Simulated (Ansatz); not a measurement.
`COCF` and `C#CCOC` differ in one atom or group.

Ansatz, PBE0-D4/def2-TZVP geometries, multiplicity 1. Each molecule was computed in one conformer, which needn't be the lowest.

| property | `COCF` |
| --- | --- |
| HOMO energy (ωB97M-V/def2-TZVPP) / eV | -10.87 |
| HOMO energy (PBE/def2-TZVPP) / eV | -6.81 |
| size of the dipole moment (PBE/def2-TZVPP) / D | 1.58 |
| HOMO–LUMO gap (ωB97M-V/def2-TZVPP) / eV | 13.91 |
| LUMO energy (B3LYP/def2-TZVPP) / eV | 1.18 |
| HOMO–LUMO gap (PBE/def2-TZVPP) / eV | 7.54 |

Task: Give the same properties after the change, and the shifts. (Best estimate.)

Result: Computed: 
```csv
property,`C#CCOC`,shift
HOMO energy (ωB97M-V/def2-TZVPP) / eV,-9.89,0.98
HOMO energy (PBE/def2-TZVPP) / eV,-6.07,0.74
size of the dipole moment (PBE/def2-TZVPP) / D,1.41,-0.17
HOMO–LUMO gap (ωB97M-V/def2-TZVPP) / eV,12.32,-1.59
LUMO energy (B3LYP/def2-TZVPP) / eV,0.26,-0.92
HOMO–LUMO gap (PBE/def2-TZVPP) / eV,5.54,-2.00
```

With PBE0 the HOMO rises by 0.89 eV and the LUMO falls by 1.04 eV, so the gap narrows by about 1.93 eV. PBE moves the HOMO by 0.74 eV and ωB97M-V by 0.98 eV. The zero-point energy changes by 41.9 kJ/mol with +6 modes. Dipoles are sizes alone; their direction can turn.

B3LYP here is the variant with VWN-RPA as its local correlation; programs differ in this.
